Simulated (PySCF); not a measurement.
A geometry optimisation, step by step.

C4H5OP.
Atom-mapped SMILES: `[O:1]=[PH:2]1[CH:3]=[CH:4][CH:5]=[CH:6]1` (hydrogens: H7 on P2; H8 on C3; H9 on C4; H10 on C5; H11 on C6)

Computed by this run: PySCF 2.14.0, PBE0/cc-pVDZ geometry optimisation, gas phase; density fitting, grid level 1; the optimiser is geomeTRIC in internal coordinates, started from a GFN2-xTB structure. The frame can shift and turn from step to step; on so coarse a grid that alone can change the energy by a few meV, and forces under 0.02 eV/Å are noise.

Step 0: E = -15553.3783 eV, largest atomic force 3.135 eV/Å
```
atom  x, y, z in Å  |  force x, y, z in eV/Å
O1      2.466   -0.132   -0.898    2.457   0.293  -1.925
P2      1.325   -0.271    0.007   -2.064   0.077   0.837
C3      0.332    1.179    0.446    0.049  -0.140   0.097
C4     -0.958    0.903    0.221    0.107   0.316   0.108
C5     -1.225   -0.423   -0.321   -0.022  -0.320  -0.150
C6     -0.146   -1.188   -0.519    0.075   0.011   0.165
H7      1.642   -0.838    1.242    0.025  -0.373   0.902
H8      0.721    2.099    0.844    0.188   0.470   0.171
H9     -1.770    1.590    0.402   -0.345   0.367   0.126
H10    -2.237   -0.725   -0.544   -0.465  -0.214  -0.111
H11    -0.145   -2.191   -0.906   -0.005  -0.487  -0.219
```

Step 1: E = -15553.5065 eV, largest atomic force 0.197 eV/Å
```
atom  x, y, z in Å  |  force x, y, z in eV/Å
O1      2.421   -0.108   -0.960   -0.014  -0.009   0.036
P2      1.234   -0.246   -0.037    0.081  -0.084   0.158
C3      0.234    1.200    0.437    0.070   0.088  -0.002
C4     -1.063    0.908    0.250   -0.108   0.006  -0.015
C5     -1.333   -0.440   -0.297   -0.098   0.041  -0.001
C6     -0.243   -1.189   -0.531    0.036  -0.080  -0.068
H7      1.512   -0.827    1.258   -0.013   0.065  -0.151
H8      0.631    2.139    0.825   -0.015  -0.043  -0.015
H9     -1.885    1.596    0.472    0.026  -0.023   0.013
H10    -2.358   -0.771   -0.488    0.031  -0.005   0.022
H11    -0.236   -2.202   -0.936    0.005   0.042   0.022
```

Step 2: E = -15553.5080 eV, largest atomic force 0.024 eV/Å
```
atom  x, y, z in Å  |  force x, y, z in eV/Å
O1      2.428   -0.111   -0.949    0.004  -0.005   0.019
P2      1.235   -0.246   -0.034    0.004   0.004  -0.013
C3      0.233    1.202    0.430   -0.010   0.021   0.005
C4     -1.066    0.909    0.248    0.009  -0.021   0.002
C5     -1.334   -0.440   -0.299    0.011   0.008   0.013
C6     -0.242   -1.186   -0.537   -0.016  -0.013  -0.008
H7      1.507   -0.823    1.256   -0.009   0.010  -0.019
H8      0.629    2.140    0.818    0.000   0.002   0.004
H9     -1.887    1.593    0.479    0.004   0.002  -0.002
H10    -2.358   -0.777   -0.481    0.004  -0.004  -0.004
H11    -0.233   -2.199   -0.939    0.000  -0.005   0.004
```

Step 3: E = -15553.5082 eV, largest atomic force 0.041 eV/Å
```
atom  x, y, z in Å  |  force x, y, z in eV/Å
O1      2.432   -0.110   -0.944    0.004  -0.001   0.006
P2      1.235   -0.244   -0.035    0.022   0.011  -0.033
C3      0.232    1.205    0.429   -0.011  -0.036  -0.015
C4     -1.066    0.907    0.246   -0.006   0.002   0.006
C5     -1.332   -0.442   -0.299    0.003   0.000   0.005
C6     -0.241   -1.188   -0.539    0.004   0.030   0.012
H7      1.502   -0.819    1.255   -0.004  -0.008   0.022
H8      0.627    2.143    0.818    0.000   0.002   0.000
H9     -1.888    1.589    0.479   -0.007   0.003  -0.002
H10    -2.356   -0.781   -0.480   -0.005  -0.001  -0.002
H11    -0.231   -2.201   -0.939    0.001  -0.004   0.000
```

Step 4: E = -15553.5083 eV, largest atomic force 0.026 eV/Å
```
atom  x, y, z in Å  |  force x, y, z in eV/Å
O1      2.436   -0.109   -0.939   -0.001   0.002   0.004
P2      1.236   -0.242   -0.035    0.001   0.010  -0.024
C3      0.229    1.205    0.426    0.000  -0.005   0.000
C4     -1.068    0.906    0.245    0.006  -0.004  -0.001
C5     -1.332   -0.444   -0.299   -0.004  -0.004  -0.002
C6     -0.238   -1.187   -0.540    0.005   0.010   0.005
H7      1.500   -0.816    1.256   -0.002  -0.008   0.023
H8      0.623    2.143    0.817    0.000   0.003  -0.002
H9     -1.891    1.588    0.477   -0.003  -0.001  -0.001
H10    -2.354   -0.785   -0.480   -0.003  -0.002   0.000
H11    -0.227   -2.201   -0.938    0.001  -0.001  -0.001
```

Step 5: E = -15553.5083 eV, largest atomic force 0.031 eV/Å
```
atom  x, y, z in Å  |  force x, y, z in eV/Å
O1      2.443   -0.103   -0.930   -0.004   0.001   0.000
P2      1.238   -0.237   -0.033   -0.014   0.009   0.001
C3      0.225    1.207    0.423    0.006   0.001   0.006
C4     -1.071    0.903    0.243   -0.015   0.016   0.002
C5     -1.331   -0.448   -0.301    0.023   0.004  -0.001
C6     -0.233   -1.186   -0.541    0.000  -0.030  -0.008
H7      1.494   -0.810    1.261   -0.001  -0.002   0.005
H8      0.615    2.147    0.814   -0.003   0.001  -0.004
H9     -1.896    1.581    0.474   -0.001  -0.001   0.000
H10    -2.352   -0.794   -0.481    0.005   0.001   0.001
H11    -0.219   -2.200   -0.938    0.003   0.000  -0.003
```

Step 6: E = -15553.5083 eV, largest atomic force 0.045 eV/Å
```
atom  x, y, z in Å  |  force x, y, z in eV/Å
O1      2.455   -0.091   -0.911   -0.005   0.005  -0.003
P2      1.240   -0.228   -0.028   -0.022  -0.013   0.033
C3      0.215    1.211    0.418    0.015   0.034   0.026
C4     -1.079    0.898    0.237    0.013  -0.005  -0.010
C5     -1.325   -0.456   -0.306   -0.023  -0.012  -0.014
C6     -0.222   -1.186   -0.544    0.009  -0.020   0.000
H7      1.482   -0.798    1.272    0.002   0.012  -0.021
H8      0.598    2.153    0.808   -0.001   0.000  -0.005
H9     -1.909    1.570    0.467    0.005  -0.008  -0.005
H10    -2.343   -0.811   -0.485    0.005   0.000  -0.001
H11    -0.200   -2.202   -0.938    0.001   0.008  -0.001
```

Step 7: E = -15553.5084 eV, largest atomic force 0.047 eV/Å
```
atom  x, y, z in Å  |  force x, y, z in eV/Å
O1      2.461   -0.080   -0.898   -0.003   0.005  -0.006
P2      1.240   -0.222   -0.022   -0.018  -0.015   0.041
C3      0.209    1.213    0.418    0.007   0.022   0.017
C4     -1.083    0.893    0.232    0.010   0.000  -0.009
C5     -1.321   -0.462   -0.310   -0.013  -0.009  -0.012
C6     -0.214   -1.187   -0.544    0.004  -0.012  -0.001
H7      1.477   -0.789    1.280    0.005   0.011  -0.021
H8      0.586    2.158    0.807   -0.002  -0.001  -0.003
H9     -1.918    1.562    0.458    0.003  -0.005  -0.004
H10    -2.337   -0.822   -0.492    0.004   0.000  -0.002
H11    -0.186   -2.203   -0.937    0.002   0.005  -0.001
```

Step 8: E = -15553.5088 eV, largest atomic force 0.069 eV/Å
```
atom  x, y, z in Å  |  force x, y, z in eV/Å
O1      2.480   -0.021   -0.836    0.010   0.001  -0.012
P2      1.243   -0.190    0.011    0.021  -0.012   0.042
C3      0.172    1.224    0.421   -0.034  -0.046  -0.038
C4     -1.106    0.869    0.205   -0.016   0.013   0.001
C5     -1.302   -0.494   -0.335    0.037   0.015   0.006
C6     -0.173   -1.194   -0.540   -0.023   0.034  -0.006
H7      1.460   -0.746    1.320    0.018  -0.001  -0.001
H8      0.518    2.182    0.806   -0.005   0.000   0.013
H9     -1.962    1.518    0.406   -0.012   0.011   0.000
H10    -2.306   -0.878   -0.536   -0.004  -0.002  -0.009
H11    -0.110   -2.210   -0.930    0.007  -0.011   0.004
```

Step 9: E = -15553.5088 eV, largest atomic force 0.123 eV/Å
```
atom  x, y, z in Å  |  force x, y, z in eV/Å
O1      2.502    0.050   -0.757    0.018  -0.005  -0.027
P2      1.246   -0.150    0.051    0.036  -0.013   0.059
C3      0.125    1.235    0.421   -0.055  -0.083  -0.073
C4     -1.135    0.840    0.171   -0.028   0.022   0.005
C5     -1.277   -0.532   -0.364    0.063   0.034   0.020
C6     -0.122   -1.200   -0.536   -0.037   0.058  -0.012
H7      1.436   -0.695    1.368    0.029  -0.005   0.009
H8      0.434    2.207    0.803   -0.009  -0.002   0.025
H9     -2.015    1.464    0.341   -0.020   0.019   0.001
H10    -2.263   -0.946   -0.589   -0.009  -0.004  -0.014
H11    -0.018   -2.214   -0.919    0.011  -0.021   0.008
```

Step 10: E = -15553.5092 eV, largest atomic force 0.090 eV/Å
```
atom  x, y, z in Å  |  force x, y, z in eV/Å
O1      2.502    0.052   -0.756    0.013  -0.002  -0.020
P2      1.246   -0.150    0.054    0.025  -0.009   0.043
C3      0.123    1.234    0.422   -0.038  -0.057  -0.058
C4     -1.137    0.840    0.169   -0.020   0.015   0.002
C5     -1.276   -0.533   -0.366    0.045   0.025   0.015
C6     -0.121   -1.199   -0.535   -0.027   0.041  -0.010
H7      1.439   -0.693    1.371    0.023  -0.004   0.010
H8      0.430    2.207    0.805   -0.008  -0.005   0.024
H9     -2.018    1.464    0.338   -0.014   0.014   0.000
H10    -2.261   -0.947   -0.594   -0.006  -0.003  -0.013
H11    -0.015   -2.213   -0.918    0.008  -0.017   0.008
```

Step 11: E = -15553.5097 eV, largest atomic force 0.032 eV/Å
```
atom  x, y, z in Å  |  force x, y, z in eV/Å
O1      2.503    0.048   -0.759   -0.007   0.005  -0.005
P2      1.248   -0.151    0.053   -0.003  -0.009   0.031
C3      0.122    1.232    0.421   -0.002   0.018  -0.022
C4     -1.139    0.841    0.170    0.004  -0.007  -0.007
C5     -1.276   -0.531   -0.365   -0.005  -0.001   0.000
C6     -0.122   -1.198   -0.534   -0.005   0.001  -0.015
H7      1.444   -0.694    1.371    0.016   0.004  -0.002
H8      0.430    2.204    0.804   -0.004  -0.006   0.022
H9     -2.019    1.467    0.339    0.004   0.001  -0.004
H10    -2.261   -0.946   -0.593    0.002   0.000  -0.011
H11    -0.017   -2.212   -0.917    0.001  -0.004   0.011
```

Step 12: E = -15553.5099 eV, largest atomic force under 0.02 eV/Å
```
atom  x, y, z in Å  |  force x, y, z in eV/Å
O1      2.499    0.047   -0.764   -0.002   0.005   0.001
P2      1.248   -0.153    0.054   -0.002   0.001   0.008
C3      0.123    1.231    0.424    0.000   0.003  -0.019
C4     -1.138    0.842    0.171   -0.003  -0.002  -0.006
C5     -1.277   -0.530   -0.366    0.002   0.003  -0.001
C6     -0.124   -1.198   -0.532    0.000   0.000  -0.004
H7      1.451   -0.696    1.370    0.008  -0.001   0.006
H8      0.431    2.203    0.809   -0.004  -0.007   0.018
H9     -2.017    1.470    0.338    0.000   0.002  -0.002
H10    -2.262   -0.943   -0.598   -0.001   0.001  -0.008
H11    -0.020   -2.213   -0.916    0.000  -0.004   0.008
```

Q: Summarise the path.

A: The energy falls by 3.04 kcal/mol from step 0 to step 12; nine tenths of that is first reached at step 1. It never rises by more than 0.2 meV. The largest force goes from 3.135 to under 0.02 eV/Å. Among the bonds O1=P2 changes most, from 1.463 to 1.508 Å; the atoms move by 0.053 Å rms after alignment.

Q: Follow the three bonds and two angles with the largest change from start to end.

A: 
```
step  E above end (kcal/mol)  largest force (eV/Å)  O1=P2 (Å)  P2–H7 (Å)  C4–C5 (Å)  C6–P2–H7 (°)  C3–P2–H7 (°)
   0                    3.04                 3.135      1.463      1.396      1.457         103.6         103.6
   1                    0.08                 0.197      1.510      1.447      1.480         101.0         101.0
   2                    0.04                 0.024      1.509      1.439      1.480         101.1         101.2
   3                    0.04                 0.041      1.509      1.437      1.480         101.1         101.1
   4                    0.04                 0.026      1.509      1.437      1.480         101.0         101.0
   5                    0.04                 0.031      1.509      1.438      1.479         100.8         100.9
   6                    0.04                 0.045      1.509      1.440      1.479         100.6         100.7
   7                    0.03                 0.047      1.509      1.440      1.479         100.5         100.7
   8                    0.03                 0.069      1.508      1.439      1.480         100.3         100.6
   9                    0.03                 0.123      1.508      1.438      1.480         100.1         100.5
  10                    0.01                 0.090      1.508      1.438      1.480         100.3         100.6
  11                    0.00                 0.032      1.508      1.439      1.479         100.4         100.7
  12                    0.00            under 0.02      1.508      1.438      1.479         100.6         100.9
```

What follows is the cost of the whole optimisation. The run took 32 s wall on an Intel Xeon 6975P-C with one thread, shared host with 192 logical CPUs at a one-minute load of 42, and the process peaked at 0.54 GiB of memory.
